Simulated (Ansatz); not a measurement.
The cluster Li₂F was relaxed with B3LYP-D4 (def2-TZVP) in Ansatz in these states: charge +1 singlet, neutral doublet, neutral quartet. The geometries follow in no particular order.

A:

```xyz
3

Li    0.586   -1.794   -0.844
Li    1.392    1.222    0.920
F    -1.978    0.572   -0.076
```

B:

```xyz
3

Li   -0.099   -0.240    1.393
Li    0.371    0.742   -1.148
F    -0.272   -0.502   -0.244
```

C:

Cartesian coordinates in Å:
```
Li -0.427 -1.532 -0.489
Li 0.429 1.530 0.492
F -0.002 0.001 -0.003
```

Problem. Judge from the bond lengths which geometry belongs to which state (an estimate).

Solution. A is the neutral quartet (Li1–F3 3.573 Å, Li2–F3 3.573 Å, Li1–Li2 3.586 Å); B is the neutral doublet (Li1–F3 1.667 Å, Li2–F3 1.667 Å, Li1–Li2 2.764 Å); C is the charge +1 singlet (Li1–F3 1.664 Å, Li2–F3 1.664 Å, Li1–Li2 3.327 Å).

At PBE0-D4/def2-TZVP a doublet lies 6.98 eV below the neutral quartet. These are the stationary points nearest to one start from a short search; other shapes may lie lower in each state. The neutral quartet has come apart into loosely held pieces.
